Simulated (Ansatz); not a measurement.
Diamond-structure Ge was calculated with r²SCAN+rVV10 (Ansatz, an electronic-structure program, plane waves, PAW).

Run with plane-wave cutoff 600 eV, 10×10×10 k mesh, scalar-relativistic PAW data made under PBE.

Computed at the level's own relaxed cell.

Question: Predict the Young modulus, elastic constant C12, Voigt–Reuss–Hill bulk modulus, Poisson ratio, Voigt–Reuss–Hill shear modulus (Hill average), elastic constant C11 and elastic constant C44.

Answer: 
Young modulus: 134 GPa
elastic constant C12: 46.5 GPa
Voigt–Reuss–Hill bulk modulus: 74.0 GPa
Poisson ratio: 0.199
Voigt–Reuss–Hill shear modulus (Hill average): 55.7 GPa
elastic constant C11: 129 GPa
elastic constant C44: 68.1 GPa

Measured, for comparison: elastic constant C12 49 GPa, elastic constant C11 131 GPa, elastic constant C44 68 GPa (low temperature, zero-point motion not removed; as tabulated in Tanner et al. (2021), arXiv:2110.11888). Computed (rounded) less measured: elastic constant C12 -5 %, elastic constant C11 -2 %, elastic constant C44 +0.1 %.

Elastic constants are with the ions relaxed.

Computed values are for the static lattice.
